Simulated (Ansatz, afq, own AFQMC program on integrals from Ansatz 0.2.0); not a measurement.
**CH4 + F, doublet: a scan with AFQMC**

```csv
atom,x (Å),y (Å),z (Å)
C,-1.2150,0.0000,0.0000
H,-1.5782,1.0273,0.0000
H,-1.5782,-0.5137,0.8897
H,-1.5782,-0.5137,-0.8897
H,-0.1254,0.0000,0.0000
F,1.0260,0.0000,0.0000
```

A hydrogen atom is moved from one rigid fragment to the other; the C1–H5 distance tells how far. The two fragments are held close together, so this isn't a minimum-energy path and the start is a compressed complex. Energies in kcal/mol count from this geometry (1.090 Å) at the same level; the start stands on UHF, each point on the determinant named.

Basis cc-pVTZ. Noble-gas cores (and the filled d shells of Ga–Kr and In–Xe) are frozen. Ansatz 0.2.0 and our own AFQMC program on the same integrals; the CISD trial comes from CCSD amplitudes, and released means the phaseless constraint is let go. Error bars are statistical, one sigma.

```json
{"r(C1–H5) / Å": "1.161", "det.": "UHF", "T1": "0.013", "weight": "0.88", "⟨S²⟩": "0.78", "CCSD(T)": "-4.7", "ph-AFQMC/CISD": "-4.6 ± 0.2", "released AFQMC": "–", "HF": "-2.6", "PBE0": "-4.0"}
{"r(C1–H5) / Å": "1.197", "det.": "UHF", "T1": "0.012", "weight": "0.89", "⟨S²⟩": "0.77", "CCSD(T)": "-6.7", "ph-AFQMC/CISD": "-6.6 ± 0.2", "released AFQMC": "-6.9 ± 0.3", "HF": "-4.6", "PBE0": "-5.4"}
{"r(C1–H5) / Å": "1.233", "det.": "UHF", "T1": "0.012", "weight": "0.89", "⟨S²⟩": "0.77", "CCSD(T)": "-8.4", "ph-AFQMC/CISD": "-8.3 ± 0.2", "released AFQMC": "-8.3 ± 0.3", "HF": "-6.9", "PBE0": "-6.4"}
{"r(C1–H5) / Å": "1.269", "det.": "UHF", "T1": "0.012", "weight": "0.89", "⟨S²⟩": "0.77", "CCSD(T)": "-9.5", "ph-AFQMC/CISD": "-9.5 ± 0.2", "released AFQMC": "-9.9 ± 0.3", "HF": "-9.0", "PBE0": "-6.8"}
{"r(C1–H5) / Å": "1.341", "det.": "UHF", "T1": "0.011", "weight": "0.89", "⟨S²⟩": "0.76", "CCSD(T)": "-9.0", "ph-AFQMC/CISD": "-9.2 ± 0.2", "released AFQMC": "-9.0 ± 0.3", "HF": "-11.1", "PBE0": "-4.9"}
```

Weight is that of the determinant in the CISD state; at the start T1 is 0.020 and the weight 0.88, and ⟨S²⟩ is 0.78. A dash marks a missing value, a released energy that hasn't settled or a functional that sits on another state. Largest departures from phaseless AFQMC with a CISD trial: CCSD(T) 0.2 kcal/mol at 1.341 (on UHF) (within the noise), released AFQMC -0.5 kcal/mol at 1.269 (on UHF) (within the noise), HF 2.1 kcal/mol at 1.161 (on UHF), PBE0 4.3 kcal/mol at 1.341. The walk's constraint bias lies outside its error bars, so these are departures and not errors. Functionals count only at points shown to share the start's state and spin.

Some points may be missing: those where a free walk finds a much lower state, and past Zn most of those on another determinant than at the start.

A walk keeps the symmetry of its determinant, which the program's search chose and which needn't be the lowest solution, so a lower state of the same spin and another symmetry isn't excluded. Released energies are given only where the last usable release times agree within the noise; a slower fall can still hide under it.
